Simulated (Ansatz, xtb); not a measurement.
**Isomers of C2H4OS2 in order of energy**

3 gas-phase structures of C2H4OS2, from a drawn sample of its isomers (lower ones may exist). Each was relaxed with GFN2-xTB:

A. `S[C@@H]1O[C@H]1S`, a singlet
B. `S[C@@H]1O[C@@H]1S`, a singlet
C. `SC1(S)CO1`, a singlet

Q: Estimate their order in r2SCAN-D4/def2-SVP//GFN2-xTB energy at these geometries, lowest first.

A: Calculated order at r2SCAN-D4/def2-SVP//GFN2-xTB: A (0.0), B (1.3), C (8.3) kJ/mol. Less than 1 kcal/mol parts A and B, so the order within that pair means little.

Energies above the lowest of each column, in kJ/mol; the last columns are at r2SCAN-D4/def2-SVP geometries:

```
structure  GFN2-xTB  HF/STO-3G  r2SCAN-D4/def2-SVP//GFN2-xTB  r2SCAN-D4/def2-SVP  CCSD(T)/def2-SVP + ΔMP2/def2-TZVPP
        A       0.0        0.0                           0.0                 0.0                                 0.0
        B       3.5        2.9                           1.3                 0.3                                 2.4
        C       3.2        7.6                           8.3                 5.5                                 6.0
```

Every level run on A puts it lowest or level with the lowest. Flexible structures stand in one conformer each, not always the lowest. ΔMP2 is the change of the MP2 energy from the smaller to the larger basis.

Programs: Ansatz 0.2.0, xtb 6.7.1.
